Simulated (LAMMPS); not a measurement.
## Diamond-structure Ge

Method: the machine-learned potential SNAP Ge_Zuo_JPCA2020.snap (LAMMPS).

Cell: relaxed at this level.

For diamond-structure Ge, the equilibrium lattice constant a is 5.773 Å. The equilibrium volume per atom comes out as 24.05 Å³/atom and the bulk modulus is 60.9 GPa. The elastic constant C11 comes out as 101 GPa. The elastic constant C12 is 40.7 GPa, the elastic constant C44 is 54.0 GPa and the TO(Γ) frequency comes out as 263 cm⁻¹.

Measured, for comparison: lattice constant a 5.644 Å, equilibrium volume per atom 22.47 Å³/atom (static lattice: zero-point anharmonic expansion removed; as tabulated in Mejia-Rodriguez and Trickey (2018), arXiv:1807.09216); elastic constant C11 131 GPa, elastic constant C12 49 GPa, elastic constant C44 68 GPa, zone-centre TO phonon frequency 304 cm⁻¹ (low temperature, zero-point motion not removed; as tabulated in Tanner et al. (2021), arXiv:2110.11888). Computed (rounded) less measured: lattice constant a +2.3 %, equilibrium volume per atom +7.0 %, elastic constant C11 -23 %, elastic constant C12 -17 %, elastic constant C44 -21 %, zone-centre TO phonon frequency -13 %.

A machine-learned potential is trained on density-functional data: it inherits that level's misses and adds fitting errors of its own.

Note: this model's volume lies 6 % above that of the starting cell (a measured, published or database cell).

Elastic constants are with the ions relaxed.
